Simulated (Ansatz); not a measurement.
Ideal-gas functions of `FC1(S)CO1` at 400 K and 1 bar, from an Ansatz frequency run at PBE0-D4/def2-TZVP.

Molar mass 94.11 g/mol, point group C1 (symmetry number 1), electronic degeneracy 1, moments of inertia 76.341, 140.614, 180.23 u Å². Harmonic wavenumbers (cm⁻¹, unscaled): 188, 295, 359, 413, 497, 623, 834, 887, 940, 1070, 1118, 1173, 1188, 1394, 1520, 2702, 3123, 3224.

Use S(trans) = R[1.5 ln M + 2.5 ln T − 1.1517]; rotational temperatures θ = 24.2544 K / I; S(rot) = R[ln(√π/σ · √(T³/θAθBθC)) + 1.5]; for each mode x = 1.438777 ν̃/T, S = R[x/(eˣ − 1) − ln(1 − e⁻ˣ)] and H = RT x/(eˣ − 1); 1 cm⁻¹ = 0.0119627 kJ/mol; R = 8.31446 J/(mol·K).

Problem. By hand: the entropy, in J/(mol·K).

Solution. Translation 171.6. Rotation: θ = 0.3177, 0.1725, 0.1346 K, giving 112.4. Vibration, mode by mode: 11.72, 8.20, 6.74, 5.75, 4.51, 3.15, 1.73, 1.49, 1.28, 0.88, 0.76, 0.65, 0.62, 0.33, 0.23, 0.01, 0.00, 0.00, in all 48.0. Electronic 0.0. Sum 332.0 J/(mol·K).

Problem. By hand: H − E and G − E in kJ/mol, counted from the electronic energy.

Solution. Zero-point energy ½ × 21548 × 0.0119627 = 128.9; thermal vibration 11.8; translation, rotation and pV give 4 RT = 13.3. H − E = 154.0 kJ/mol, and G − E = 154.0 − 400 × 332.0/1000 = 21.2 kJ/mol.

Vibration gives 14 % of the entropy. The sum counts one conformer and one mirror image; others add a mixing term.
